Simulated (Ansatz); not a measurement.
# C2H4S: the cost of one run

Program: Ansatz 0.2.0. Level of theory: the levels named in each step. These are calculated values, not measurements.

## Step 1: The starting structure

Bond lengths: C1–C2 1.321 Å, C2–S3 1.752 Å, C1–H4 1.077 Å, C1–H5 1.076 Å, C2–H6 1.078 Å, S3–H7 1.333 Å. Angles: C1–C2–S3 125.7°, C1–C2–H6 123.1°, S3–C2–H6 111.2°, C2–C1–H4 122.2°, C2–C1–H5 121.0°, H4–C1–H5 116.9°, C2–S3–H7 96.5°.

Coordinates:

```xyz
7

C    -1.5816    0.7025   -0.1402
C    -0.7421   -0.3172   -0.1150
S     0.9929   -0.2086    0.1056
H    -1.2512    1.7209   -0.0221
H    -2.6365    0.5473   -0.2812
H    -1.0574   -1.3418   -0.2317
H     1.0477    1.1184    0.2169
```

## Step 2: A rough first relaxation, PBE-D4/def2-SVP

This run stands in another session on the same molecule. It ended at:

```xyz
7

C    -1.6067    0.7164   -0.1419
C    -0.7241   -0.3010   -0.1114
S     1.0223   -0.2429    0.1087
H    -1.3016    1.7686   -0.0240
H    -2.6776    0.5117   -0.2892
H    -1.0667   -1.3434   -0.2341
H     1.1262    1.1120    0.2240
```

## Step 3: Relaxation, r2SCAN-D4/def2-TZVPP

Contents of input.yaml:

```yaml
crystal:
  periodic: [false, false, false]
  atoms:
    - { symbol: C, position_ang: [-1.60665247, 0.71642158, -0.1419073] }
    - { symbol: C, position_ang: [-0.72408896, -0.30095413, -0.11140296] }
    - { symbol: S, position_ang: [1.02232293, -0.24291151, 0.10873132] }
    - { symbol: H, position_ang: [-1.30160644, 1.76864316, -0.02397916] }
    - { symbol: H, position_ang: [-2.67763932, 0.51174132, -0.28921903] }
    - { symbol: H, position_ang: [-1.06670403, -1.34339206, -0.23406455] }
    - { symbol: H, position_ang: [1.1261983, 1.11198164, 0.22403168] }
basis:
  gaussian: { orbitals: def2-TZVPP }
hamiltonian:
  xc: r2scan
  dispersion: d4
relax:
  f_tol: 0.002
  max_steps: 150
```

The run is started by

```sh
ansatz run input.yaml --threads 4 --pin off --max-ram 10240MiB --backend cpu --events-out ev --progress --plain --runs-dir out
```

Q: Estimate wall time and peak memory on 4 threads of Intel Xeon at 2.50GHz (Skylake/Cascade Lake), shared host.

About 30 s, with a peak of 0.29 GiB.
